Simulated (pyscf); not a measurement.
Structures and frequencies: ωB97X-D3(BJ)/def2-SVP in PySCF.

Q: Estimate by transition-state theory (the high-pressure limit) the rate constant of boron trifluoride (F–B(F)–F) + ethylene (H₂C=CH₂) → F–CH₂–CH₂–B(F)–F (singlet surface; B–F broken, C–F, B–C formed) at 1200 K, with ωB97M-D3(BJ)/def2-TZVP energies (ideal gas, 1 atm, RRHO with modes under 100 cm⁻¹ raised to 100, one conformer, R ln 2 for rigid chiral ones; no tunnelling).

A: The electronic barrier is 32.6 kcal/mol and the thermal terms add +44.4, so ΔG‡ = 77.1 kcal/mol. With k_BT/h = 2.50e+13 s⁻¹ and RT = 2.385 kcal/mol, and a volume of 1.64e-19 cm³ per molecule at 1 atm, k = 3.8e-20 cm³ molecule⁻¹ s⁻¹. The product is born with the 19 kcal/mol of the reverse barrier and needs collisions to keep. Wigner's tunnelling factor for 518i cm⁻¹ would be 1.02. A shift of 1 kcal/mol in the barrier changes k by a factor 1.5. This is the saddle that the search found; another between the same sides may lie lower.
